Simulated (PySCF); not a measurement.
Gas-phase reaction: 3 NO = NO₂ + N₂O

Energies from PySCF (xtb for GFN2), thermal terms from the rigid-rotor harmonic-oscillator model, ideal gas at 1 bar. 'Table' is the NASA 1993 thermochemical table (part measured, part estimated). † marks an energy on the PBE0/def2-TZVP geometry and frequencies; other levels use their own. MP2 freezes the core. Open shells (unrestricted): NO (multiplicity 2), NO₂ (multiplicity 2); the rest are closed-shell singlets. GFN2 has no spin-polarisation term. Spin-orbit splitting is ignored; it lowers the true energy and changes the entropy of NO. MP2 isn't extrapolated to the basis-set limit.

Levels: a) MP2/def2-TZVPP†; b) MP2/def2-SVP†; c) M06-2X/def2-TZVP†; d) PBE/def2-TZVP†; e) GFN2-xTB.

### Question
Order the levels by the distance of their ΔH°(298 K) from the table for this reaction, closest first.

### Answer
c (+10 kJ), b (-50 kJ), a (-67 kJ), d (-99 kJ), e (-526 kJ)

The table gives -158 kJ. The order holds for this reaction alone, and for the 1993 entries, some of which have been revised since.
